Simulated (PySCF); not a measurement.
Sodium diatomic, Na₂.
Structure used (PBE0-D3(BJ)/def2-SVP), in Å, numbered top down from 1:
```
atom  x, y, z in Å
Na1    1.587   -0.087    0.009
Na2   -1.538   -0.001   -0.031
```

Level of theory: TDDFT CAM-B3LYP/def2-SVPD, vertical, gas phase, core orbitals frozen in the response in PySCF.

Frontier orbitals with the atoms that hold most of them (Löwdin shares over 4%, at most four atoms):

```
orbital  ε (eV)             atoms
 HOMO-3  -32.99  Na2 50%, Na1 50%
 HOMO-2  -32.98  Na2 50%, Na1 50%
 HOMO-1  -32.96  Na2 50%, Na1 50%
   HOMO   -4.34  Na1 50%, Na2 50%
   LUMO   -0.76  Na2 50%, Na1 50%
 LUMO+1    0.09  Na2 50%, Na1 50%
 LUMO+2    0.09  Na2 50%, Na1 50%
```

Within 0.005 eV of a neighbour in this list lie HOMO-3/HOMO-2 and LUMO+1/LUMO+2 (point group found: D∞h).

Q: The HOMO–LUMO gap is 3.58 eV. Where does the response calculation put the lowest singlet, and from which orbitals?

A: S1 is at 2.09 eV (f = 0.638), 1.49 eV below the gap, made of HOMO→LUMO (100%). Without the coupling terms of the response equations the lowest excitation would equal the gap.

Next come S2 at 2.65 eV (f 0.560), HOMO→LUMO+1/LUMO+2 (≥95%); S3 at 2.65 eV (f 0.560), HOMO→LUMO+1/LUMO+2 (≥95%); S4 at 3.02 eV (f 0.0000), HOMO→LUMO+3 (97%); S5 at 3.25 eV (f 0.0000), HOMO→LUMO+5 (49%), HOMO→LUMO+4 (49%).

Orbitals of the list HOMO-3 to LUMO+2 that lie within 0.01 eV of each other are written together with a slash and their weights summed (≥ marks a lower bound); for degenerate orbitals outside that list single weights are arbitrary.
